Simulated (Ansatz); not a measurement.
Structure relaxation of Cs₃Ta

These are results of DFT PBE, scalar-relativistic, plane waves, PAW in Ansatz 0.2.0, not measurements. Cutoff 420 eV, Γ-centred k mesh, Gaussian smearing, no spin polarisation in the final step.

Cs₃Ta was placed on the sites of a reported Cu3Pd cell (P4/mmm, No. 123), with Ta in place of Pd, Cs in place of Cu, at a guessed volume.

```xyz
4
Lattice="5.2876 0.0000 0.0000 0.0000 5.2876 0.0000 0.0000 0.0000 5.2333" Properties=species:S:1:pos:R:3 pbc="T T T"
Cs    0.0000    2.6438    2.6166
Cs    2.6438    0.0000    2.6166
Cs    2.6438    2.6438    0.0000
Ta    0.0000    0.0000    0.0000
```

Cell and atoms relax at zero pressure; the relaxation can't lower the symmetry of the start.

Energies over the elements count from the elements' standard structures at the same level, with no empirical corrections.

Question: Which crystal results?

Answer: It ends in Pm-3m (No. 221). The result has the Cu3Au (L1_2) structure. Conventional cell: a = 5.991 Å. Around Cs lie 4 Ta at 4.24 Å and 8 Cs at 4.24 Å; Ta is coordinated by 12 Cs at 4.24 Å.

```
Cs Ta
1.0
     5.99143    0.00000    0.00000
     0.00000    5.99143    0.00000
     0.00000    0.00000    5.99143
Cs Ta
3 1
Cartesian
  0.0000 2.9957 2.9957
  2.9957 0.0000 2.9957
  2.9957 2.9957 0.0000
  0.0000 0.0000 0.0000
```

Question: What are its volume, energy, density and gap?

Answer: The volume per atom is 53.77 Å³. The density is 4.48 g/cm³, the energy over the elements is 1.76 eV/atom and the gap on the 8×8×8 mesh is 0 eV (a metal).

The final run used a 8×8×8 mesh on its 4-atom cell and 0.10 eV smearing. For metals, differences of a few meV/atom aren't resolved. Spin–orbit coupling is left out. Symmetry constrained the relaxation, so the result can be a saddle point.

Cost: 3 runs of about 4.8 core-minutes in all, on Arm Neoverse V2 (shared hosts).